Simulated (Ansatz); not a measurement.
# BSiH₃+ (doublet): wave-function methods side by side, cc-pVTZ

Aim: climb from Hartree-Fock through coupled cluster and multireference methods for BSiH₃+ (doublet) at one geometry and basis, and see what each rung misses.

The runs use Ansatz 0.2.0, Gaussian basis; cc-pVTZ, core rule «outside noble gas», up to 6 orbitals frozen.

To be run: UHF; CCSD(T) on ROHF; CCSD(T) on UHF; BCCD(T) on ROHF; CCSDT(Q) on ROHF; CCSDT(Q) on UHF; CASSCF and NEVPT2, 9 electrons in 11 orbitals.

8 further runs of the same task are left out: 2 for a known fault of the program, 6 set aside as unsound or not needed.

## 1. The geometry

The geometry is a PBE0/def2-TZVP stationary point (not a proven minimum) of the parent state, kept for this charge and spin.

5 atoms, charge 1, spin multiplicity 2.

Atoms are counted from 1 here; the program's logs count them from 0.

Bond lengths: Si1–B2 1.879 Å, Si1–H3 1.491 Å, Si1–H4 1.482 Å, B2–H5 1.185 Å. Angles: B2–Si1–H3 128.9°, B2–Si1–H4 121.6°, H3–Si1–H4 109.4°, Si1–B2–H5 143.8°.

## 2. UHF

File in.yaml:

```yaml
crystal:
  periodic: [false, false, false]
  atoms:
    - {symbol: Si, position_ang: [0.000000, 0.028764, 0.511008]}
    - {symbol: B, position_ang: [0.000000, -0.129527, -1.361590]}
    - {symbol: H, position_ang: [0.000000, 1.263163, 1.346633]}
    - {symbol: H, position_ang: [0.000000, -1.163262, 1.392206]}
    - {symbol: H, position_ang: [0.000000, 0.487893, -2.373513]}
basis:
  gaussian: {orbitals: cc-pVTZ}
total_charge: 1
magnetization: {spin_polarized: true, initial_magnetization: 1}
hamiltonian: {xc: hf}
output: {orbitals: {seedname: orbitals}}
```

Launch:

```sh
$ ansatz run in.yaml --threads 1 --pin off --events-out ev --progress --plain --max-ram 2816MiB --backend cpu
```

Further steps of the session: CCSD(T) on ROHF; CCSD(T) on UHF; BCCD(T) on ROHF; CCSDT(Q) on ROHF; CCSDT(Q) on UHF; CASSCF and NEVPT2, 9 electrons in 11 orbitals.

**Question.** What will the summary of the whole plan be? Wanted: UCCSDT(Q) below the RHF energy; RMP2 from UCCSDT(Q); UMP2 from UCCSDT(Q); RCCSD from UCCSDT(Q); RCCSD(T) from UCCSDT(Q); UCCSD(T) from UCCSDT(Q); RCCSDT(Q) from UCCSDT(Q); NEVPT2 valence from UCCSDT(Q); T1 diagnostic.

The runs gave:

```
                         quantity                               value
   UCCSDT(Q) below the RHF energy                          -5.8161 eV
              RMP2 from UCCSDT(Q)                         +1188.7 meV
              UMP2 from UCCSDT(Q)                         +1199.8 meV
             RCCSD from UCCSDT(Q)                          +218.9 meV
          RCCSD(T) from UCCSDT(Q)                           +43.5 meV
          UCCSD(T) from UCCSDT(Q)                           +43.7 meV
         RCCSDT(Q) from UCCSDT(Q)                            +0.8 meV
    NEVPT2 valence from UCCSDT(Q)                          +948.4 meV
levels within 1 kcal/mol (43 meV)  BCCD(T), RCCSDT, UCCSDT, RCCSDT(Q)
                    T1 diagnostic                               0.020
   effectively unpaired electrons                                1.03
```

In words: RCCSD(T) misses by +43.5 meV, 0.7 % of the correlation energy. One determinant dominates. These misses are within one basis, not against nature; the frozen cores of restricted and unrestricted runs differ, which can shift their rows.
